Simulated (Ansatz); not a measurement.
**C2H3Cl2F (1,1-dichloro-1-fluoroethane) at CAM-B3LYP/6-31G(d) (spherical functions)**

What is the vertical ionisation energy of C2H3Cl2F (1,1-dichloro-1-fluoroethane) at CAM-B3LYP/6-31G* (spherical functions)? 

Program for the calculation: Ansatz 0.2.0.

69 further runs of the same task are left out: 1 that didn't finish, 68 set aside as unsound or not needed.

## Step 1: The molecule

The species is C2H3Cl2F (8 atoms), meant as a singlet with charge 0. As SMILES, `CC(F)(Cl)Cl`. The coordinates come from a PBE0-D4/def2-TZVP relaxation.

Bond lengths: C1–C2 1.502 Å, C2–F3 1.348 Å, C2–Cl4 1.776 Å, C2–Cl5 1.776 Å, C1–H6 1.091 Å, C1–H7 1.091 Å, C1–H8 1.088 Å. Some angles: C1–C2–F3 110.1°, C1–C2–Cl4 111.1°, C1–C2–Cl5 111.1°, F3–C2–Cl4 107.6°, F3–C2–Cl5 107.6°, Cl4–C2–Cl5 109.3°, C2–C1–H6 108.9°, C2–C1–H7 108.9°, C2–C1–H8 110.1°, H6–C1–H7 109.8°.

## Step 2: The energy at CAM-B3LYP/6-31G(d) (spherical functions)

in.yaml reads:

```yaml
crystal:
  periodic: [false, false, false]
  atoms:
    - {symbol: C, position_ang: [-0.133500, -0.505900, 0.646300]}
    - {symbol: C, position_ang: [0.199400, 0.391300, -0.511300]}
    - {symbol: F, position_ang: [1.523600, 0.643200, -0.537400]}
    - {symbol: Cl, position_ang: [-0.232400, -0.372700, -2.055900]}
    - {symbol: Cl, position_ang: [-0.641100, 1.950200, -0.373000]}
    - {symbol: H, position_ang: [0.163400, -0.011800, 1.572000]}
    - {symbol: H, position_ang: [0.414900, -1.442000, 0.535900]}
    - {symbol: H, position_ang: [-1.202100, -0.709300, 0.667600]}
basis:
  gaussian:
    orbitals: 6-31G_st_-spherical.json
hamiltonian:
  xc: {name: CAM-B3LYP}
accuracy: high
output:
  orbitals: {seedname: orbitals}
```

The basis set 6-31G* is read from a file made from the Basis Set Exchange's data (not shown).

Run with:

```console
$ ansatz run in.yaml --threads 1 --pin off --max-ram 3480MiB --events-out events.jsonl --progress --plain --runs-dir runs
```

Log:

```text
Warning: RAYON_NUM_THREADS=1 ignored (pool sized by the plan → 1); use --threads N
Functional definition: CAM-B3LYP
  name "CAM-B3LYP"
  parameter alpha = 0.19
  parameter beta = 0.46
  parameter omega = 0.33/bohr
  parameter ac = 0.81
  exchange = (1 - alpha - beta)*b88_x + beta*b88_x_sr(omega) + alpha*exact_x + beta*exact_x_lr(omega)
  correlation = (1 - ac)*vwn5_c + ac*lyp_c
1944 factors; integrals over basis functions are off by at most 3.8e-9 eV
388 factors; integrals over basis functions are off by at most 2.0e-9 eV
mean field evaluation 1: about -29879.7110 eV, gradient 3.7e1 eV
mean field evaluation 2: about -29879.5978 eV, gradient 4.0e1 eV
mean field evaluation 4: about -29882.4676 eV, gradient 1.3e0 eV
mean field evaluation 8: about -29882.6551 eV, gradient 8.0e-2 eV
mean field evaluation 16: about -29882.6551 eV, gradient 4.8e-6 eV
mean field -29882.65507666 eV, -1098.1673188761 hartree, gradient 9.3e-8 eV, S^2 0.000000; 0 other end points of the search recorded, 0 dependent functions left out
reference -29882.65509337 eV, -1098.1673194902 hartree; 29, 29 occupied and 55, 55 virtual orbitals, 1944 factors
Total energy: -29882.65509337 eV, -1098.1673194902 hartree
```

Run time: 8.4 s. Hardware: 1 thread of Arm Neoverse V2, shared host; peak memory 0.34 GiB.

## Step 3: The doublet cation at the same level

molecule.yaml reads:

```yaml
crystal:
  periodic: [false, false, false]
  atoms:
    - {symbol: C, position_ang: [-0.133500, -0.505900, 0.646300]}
    - {symbol: C, position_ang: [0.199400, 0.391300, -0.511300]}
    - {symbol: F, position_ang: [1.523600, 0.643200, -0.537400]}
    - {symbol: Cl, position_ang: [-0.232400, -0.372700, -2.055900]}
    - {symbol: Cl, position_ang: [-0.641100, 1.950200, -0.373000]}
    - {symbol: H, position_ang: [0.163400, -0.011800, 1.572000]}
    - {symbol: H, position_ang: [0.414900, -1.442000, 0.535900]}
    - {symbol: H, position_ang: [-1.202100, -0.709300, 0.667600]}
basis:
  gaussian:
    orbitals: 6-31G_st_-spherical.json
hamiltonian:
  xc: {name: CAM-B3LYP}
output: {orbitals: {seedname: orbitals}}
total_charge: 1
magnetization:
  spin_polarized: true
  initial_magnetization: 1
accuracy: high
```

The basis set 6-31G* is read from a file made from the Basis Set Exchange's data (not shown).

Run with:

```console
$ ansatz run molecule.yaml --threads 1 --pin off --max-ram 3480MiB --events-out events.jsonl --progress --plain --runs-dir runs
```

Log (excerpt; [...] marks lines left out):

```text
Warning: RAYON_NUM_THREADS=1 ignored (pool sized by the plan → 1); use --threads N
Functional definition: CAM-B3LYP
  name "CAM-B3LYP"
[...]
1945 factors; integrals over basis functions are off by at most 3.9e-9 eV
388 factors; integrals over basis functions are off by at most 2.0e-9 eV
[...]
mean field -29871.26389575 eV, -1097.7487006991 hartree, gradient 6.0e-8 eV, S^2 0.756497; 6 other end points of the search recorded, 0 dependent functions left out
reference -29871.26391214 eV, -1097.7487013013 hartree; 29, 28 occupied and 55, 56 virtual orbitals, 1945 factors
Total energy: -29871.26391214 eV, -1097.7487013013 hartree
```

Run time: 45 s. Hardware: 1 thread of Arm Neoverse V2, shared host; peak memory 0.51 GiB.

## Step 4: What came out

At CAM-B3LYP/6-31G* (spherical functions):

```
                                          quantity           value
                    singlet C2H3Cl2F: total energy  -1098.16732 Eh
                     singlet C2H3Cl2F: HOMO energy       -10.16 eV
                     singlet C2H3Cl2F: LUMO energy         1.18 eV
                   singlet C2H3Cl2F: HOMO–LUMO gap        11.33 eV
                      doublet cation: total energy  -1097.74870 Eh
doublet cation: HOMO energy (highest over α and β)       -16.91 eV
 doublet cation: LUMO energy (lowest over α and β)       -12.62 eV
                              doublet cation: ⟨S²⟩           0.756
vertical ionisation energy (to the doublet cation)       11.391 eV
```

The vertical ionisation energy comes to 11.39 eV (1099 kJ/mol). The negative HOMO energy of the first species, 10.16 eV, lies 1.23 eV below that difference.
